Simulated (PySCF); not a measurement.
## Diatomics of Si with the third period

CCSD(T) with double-zeta basis sets in PySCF, for the lowest determinant that a PBE0 search found; no spin–orbit coupling. De refers to high-spin ground-configuration atoms.

```
 M                        basis  reference, frozen orbitals  state (unpaired electrons)  Re (Å)  ωe (cm⁻¹)  De (eV)
Na                    def2-SVPD                      UHF, 6         quartet (σ ↑, π ↑↑)   2.742        256     1.35
Mg  aug-cc-pVDZ/aug-cc-pV(D+d)Z                     ROHF, 6              triplet (π ↑↑)   2.584        305     0.86
Al                   x2c-SVPall                     UHF, 10         quartet (σ ↑, π ↑↑)   2.422        393     2.29
Si                    def2-SVPD                     UHF, 10              triplet (π ↑↑)   2.277        506     2.80
 P                     def2-SVP                    ROHF, 10               doublet (π ↑)   2.098        609     2.94
 S                   x2c-SVPall                     RHF, 10      singlet (closed shell)   1.951        748     5.67
Cl                    def2-SVPD                     UHF, 10               doublet (π ↑)   2.118        506     3.91
```

The shortest bond is that of SiS (1.951 Å), the longest that of NaSi (2.742 Å). SiS is bound most strongly (5.67 eV) and MgSi least (0.86 eV).

The rows differ in basis set, which adds steps of its own.

The state changes along the series, so neighbouring rows are not always alike in their bonding.

Correlated steps freeze the inner cores (6 to 10 orbitals); shallow outer-core shells are correlated. UHF and ROHF references stand side by side, which adds small steps between rows. Correlated levels converge slowly with the basis: in double zeta they bind strong bonds too weakly, by up to about 1 eV, and carry superposition errors of some tenths. Where the molecule has an RHF reference, its open-shell atoms are computed with UHF. The CCSD T1 diagnostic is raised in SiS, a sign that a single reference may not be enough there. States were picked by a PBE0 search and need not be the measured ground states.
